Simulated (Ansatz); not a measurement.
We consider rhombohedral A7 As, described by PBEsol in Ansatz (PAW).

Settings: plane-wave cutoff 520 eV, 18×18×18 k mesh, Fermi–Dirac smearing 0.05 eV, scalar-relativistic PAW data made under PBE.

Response to compression and expansion:

Shape and atoms are relaxed at each volume.

```
V (Å³/atom)  P (GPa)   c (Å)  a (Å)
-----------  -------  ------  -----
20.038          2.32   9.840  3.756
20.455          1.06   9.972  3.770
20.873         -0.01  10.112  3.782
21.290         -0.93  10.259  3.792
21.708         -1.67  10.423  3.799
```

Note: the cell comes from a level without a dispersion term, which matters for the spacing of layers, chains or molecules; the bulk modulus comes from volumes at which shape and atoms were relaxed.

Ansatz is a program for electronic structure.
